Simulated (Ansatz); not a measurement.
A nudged elastic band was laid between two geometries of C₂H₆FNOS (12 atoms, charge 0, multiplicity 1).

Method: Ansatz 0.2.0, RKS B3LYP/6-31G*.

| Quantity | Value |
| --- | --- |
| movable images | 5 |
| climbing image | yes |
| spring | 5.0 eV/Å² |
| optimiser | quadratic models (default) |
| start path | IDPP |
| force threshold | 0.05 eV/Å |
| iteration limit | 60 |
| end points | relaxed |

Initial state:

```xyz
12
Properties=species:S:1:pos:R:3
N -0.520 -2.105 0.039
C 0.328 -0.978 0.063
F 1.101 -0.850 -1.121
O -0.467 0.146 0.191
C 0.265 1.361 0.297
S -0.865 2.753 0.603
H 0.016 -2.949 -0.143
H -1.222 -1.995 -0.690
H 1.071 -1.064 0.869
H 0.943 1.331 1.161
H 0.851 1.533 -0.608
H -1.423 2.763 -0.626
```

Final state:

```xyz
12
Properties=species:S:1:pos:R:3
N -0.229 -2.221 -0.261
C 0.479 -1.003 -0.099
F 1.247 -0.784 -1.232
O -0.397 0.081 0.058
C 0.253 1.329 0.265
S -0.935 2.578 0.852
H -0.718 -2.455 0.599
H -0.925 -2.109 -0.997
H 1.168 -1.069 0.755
H 1.012 1.248 1.056
H 0.739 1.666 -0.654
H -1.618 2.684 -0.308
```

(1) Which bonds break or form, and what moves?

(2) Give the energies along the band, and the barrier.

(3) What is the geometry of the highest image?

(4) What are the harmonic wavenumbers there?

The band took 7 iterations and of the order of 3 core-minutes.

## Answers

(1) No bond is made or broken. The height of N1 over the plane of its neighbours goes from -0.37 to 0.38 Å.

(2) It converged. The highest image is number 3 of 0 to 6, 16.2 kJ/mol above the first end and 13.0 kJ/mol above the last; the last end lies 3.2 kJ/mol above the first. A vibrational analysis at the climbing image gives one clearly imaginary mode, 564i cm⁻¹: a first-order saddle point.

```tsv
image	path coordinate (Å)	energy (kJ/mol)	height of N1 over the plane of its neighbours (Å)
0	0.00	0.0	-0.37
1	0.28	0.2	-0.36
2	0.57	7.0	-0.22
3	0.85	16.2	0.04
4	1.24	7.9	0.32
5	1.64	4.2	0.37
6	2.03	3.2	0.38
```

(3) 
```xyz
12
Properties=species:S:1:pos:R:3
N -0.363 -2.102 -0.283
C 0.409 -0.976 -0.054
F 1.265 -0.664 -1.141
O -0.434 0.121 0.135
C 0.245 1.359 0.298
S -0.928 2.655 0.812
H -0.141 -2.977 0.156
H -1.223 -2.016 -0.799
H 1.089 -1.130 0.796
H 0.987 1.295 1.106
H 0.753 1.646 -0.624
H -1.581 2.735 -0.368
```

(4) 564i, 40, 128, 165, 235, 275, 302, 499, 535, 613, 750, 831, 894, 990, 1076, 1095, 1186, 1268, 1280, 1351, 1395, 1469, 1527, 1651, 2682, 3039, 3044, 3134, 3645, 3772 cm⁻¹.

Run time: 100 s on 2 threads of Arm Neoverse V2 (shared host), peak memory 0.24 GiB.
